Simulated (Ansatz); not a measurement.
P₅. Total charge 0; doublet. Geometry B3LYP-D4/def2-SVP, that of the charge +1 singlet; atoms count from 1.

Cartesian coordinates in Å:
```
P 0.5261 -1.1657 -0.5824
P 0.6377 -0.0255 1.4739
P 1.1013 1.1076 -0.3735
P -1.3645 -0.5245 0.6649
P -0.9005 0.6080 -1.1828
```

The structure comes from a short search, and lower isomers may exist.

Q: Estimate the Mulliken populations from the PBE0/def2-TZVP orbitals of Ansatz.

A: 
```
atom  charge (e)  spin (α − β)
  P1        0.07         -0.17
  P2       -0.02          0.29
  P3       -0.02          0.29
  P4       -0.02          0.29
  P5       -0.02          0.29
```
Mulliken values depend strongly on the basis.

Q: Where does the spin sit?

A: Summed by element: P 1.00, of 1 unpaired in all. Largest on single atoms: P3 0.29, P5 0.29, P2 0.29.

Q: And the Mayer bond orders between heavy atoms (over 0.3)?

A: P1–P2 0.83 (2.35 Å); P1–P3 0.83 (2.35 Å); P1–P4 0.83 (2.35 Å); P1–P5 0.83 (2.35 Å); P2–P3 1.03 (2.22 Å); P2–P4 1.03 (2.22 Å); P3–P5 1.03 (2.22 Å); P4–P5 1.03 (2.22 Å).
